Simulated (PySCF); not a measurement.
## Potential energy of OH⁺ along the bond

Set-up: basis H def2-SVP, O def2-SVP; no relativity; PySCF 2.14. Energies in eV from H⁺ + O in their ground configurations at the same level. State: ³Σ⁻ (triplet), unpaired electrons π ↑↑.

```json
{"R (Å)": "0.895", "UHF-CCSD(T)": "", "UHF": "-4.806", "r²SCAN": "-4.787", "UHF-MP2": "-4.864"}
{"R (Å)": "0.937", "UHF-CCSD(T)": "-5.203", "UHF": "-5.037", "r²SCAN": "-5.058", "UHF-MP2": "-5.122"}
{"R (Å)": "0.979", "UHF-CCSD(T)": "-5.353", "UHF": "-5.152", "r²SCAN": "-5.215", "UHF-MP2": "-5.263"}
{"R (Å)": "1.010", "UHF-CCSD(T)": "-5.406", "UHF": "-5.179", "r²SCAN": "-5.273", "UHF-MP2": "-5.308"}
{"R (Å)": "1.041", "UHF-CCSD(T)": "-5.419", "UHF": "-5.165", "r²SCAN": "-5.292", "UHF-MP2": "-5.313"}
{"R (Å)": "1.072", "UHF-CCSD(T)": "-5.398", "UHF": "-5.120", "r²SCAN": "-5.278", "UHF-MP2": "-5.284"}
{"R (Å)": "1.114", "UHF-CCSD(T)": "-5.330", "UHF": "-5.020", "r²SCAN": "-5.220", "UHF-MP2": "-5.205"}
{"R (Å)": "1.166", "UHF-CCSD(T)": "-5.198", "UHF": "-4.849", "r²SCAN": "-5.100", "UHF-MP2": "-5.058"}
{"R (Å)": "1.228", "UHF-CCSD(T)": "-4.992", "UHF": "-4.602", "r²SCAN": "-4.909", "UHF-MP2": "-4.832"}
{"R (Å)": "1.312", "UHF-CCSD(T)": "", "UHF": "-4.239", "r²SCAN": "-4.610", "UHF-MP2": "-4.482"}
```

Task: Put a parabola through the three lowest points of the UHF-CCSD(T) curve and estimate Re, k and ωe (reduced mass 0.9481 u; 1 eV/Å² = 0.16022 mdyn/Å; ωe = 1302.8·√(k/μ) cm⁻¹).

Result: Through R = 1.01, 1.041, 1.072 Å the second-order coefficient is 17.7 eV/Å², so Re ≈ 1.037 Å, k ≈ 5.67 mdyn/Å and ωe ≈ 3186 cm⁻¹. A polynomial fit of higher order to the unrounded UHF-CCSD(T) energies gives Re = 1.036 Å, k = 5.58 mdyn/Å, ωe = 3160 cm⁻¹; anharmonicity and rounding make the difference.

The higher-order fit for each curve: UHF-CCSD(T): Re = 1.036 Å, ωe = 3160 cm⁻¹, De = 5.42 eV; UHF: Re = 1.014 Å, ωe = 3382 cm⁻¹, De = 5.18 eV; r²SCAN: Re = 1.042 Å, ωe = 3069 cm⁻¹, De = 5.29 eV; UHF-MP2: Re = 1.029 Å, ωe = 3245 cm⁻¹, De = 5.32 eV.

Correlated steps freeze 1 core orbital. Correlated levels converge slowly with the basis: in double zeta they bind strong bonds too weakly, by up to about 1 eV, and carry superposition errors of some tenths. For an ion De counts to the pair picked by the measured ionisation energies or electron affinities, which need not be the lowest pair at this level. The state is the lowest determinant that a PBE0 search found; another state may lie lower at other levels.
